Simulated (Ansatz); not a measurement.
## Elastic constant C33 of some solids

Method: LDA in Ansatz (PAW). References are measured values at low temperature.

Values in GPa.

| solid | reference | LDA | error (%) |
|---|---|---|---|
| hcp Mg | 66.5¶ | 75.8 | +14.0 |
| L1₀ (CuAu-type) TiAl | 183¶ | 182 | -0.5 |
| hcp Y | 80.1¶ | 88.9 | +11.0 |
| hcp Zn | 68.5¶ | 92.8 | +35 |
| hcp Os | 843¶ | 917 | +8.8 |
| hcp Zr | 172 | 178 | +3.5 |
| hcp Be | 342¶ | 408 | +19.3 |
| hcp Ti | 191 | 208 | +8.9 |

Over these 8 solids the mean error is +12.5 %, the mean absolute error 12.7 % (median 9.9 %), and the worst case hcp Zn at +35 %; the value is too high in 7 of 8 cases.

All these references are low-temperature values that still hold zero-point motion.

Spin–orbit coupling is left out, also for the solids with elements from indium on (hcp Os); its size isn't shown.

¶ marks references of a special kind: hcp Mg, 66.5 GPa (measured, 0 K, extrapolated to 0 K; zero-point effects included; as tabulated in Ibrahim et al. (2023), arXiv:2305.03577); L1₀ (CuAu-type) TiAl, 183 GPa (measured, 0 K, extrapolated to 0 K, Ti-56 at.% Al crystal; axes of the face-centred tetragonal cell; as tabulated in Qi et al. (2023), arXiv:2305.11825); hcp Y, 80.1 ± 0.2 GPa (measured, 0 K, extrapolated to 0 K; as tabulated in Elastic Constants of Yttrium Single Crystals in the Temperature Range 4.2-400 K); hcp Zn, 68.5 GPa (measured, 0 K, extrapolated to 0 K; zero-point effects included; as tabulated in Galib et al. (2023), arXiv:2209.08184); hcp Os, 843 GPa (measured, 0 K, extrapolated to 0 K (read from the set's bulk modulus against, 405 at 300 K); as tabulated in Liu et al. (2023), arXiv:2002.00005); hcp Be, 342 ± 1 GPa (measured, 0 K, extrapolated to 0 K; as tabulated in Elastic Constants of Single Crystal Beryllium, J. Appl. Phys., doi …).

Differences are worked out from the printed values.

Each level is taken at its own relaxed cell. Ansatz's density-functional and Hartree–Fock values are scalar-relativistic unless marked +SOC, with PAW data made under PBE.

Ansatz's runs of these crystals have no spin polarisation.

Not in this set, of the solids of all kinds but layered and molecular ones with a reference value in our tables and a result at some level: 24 for a reference at room or unstated temperature; 1 for a high-temperature or high-pressure phase. These can be a level's best or worst cases. At least 6 more with a reference value are held back for tests. Solids without a released value at any level aren't counted. The metals Ce to Yb are counted apart.

References as tabulated in Ibrahim et al. (2023), arXiv:2305.03577; Qi et al. (2023), arXiv:2305.11825; Elastic Constants of Yttrium Single Crystals in the Temperature Range 4.2-400 K; Galib et al. (2023), arXiv:2209.08184 and others.

Ansatz is a quantum-chemistry and plane-wave program.
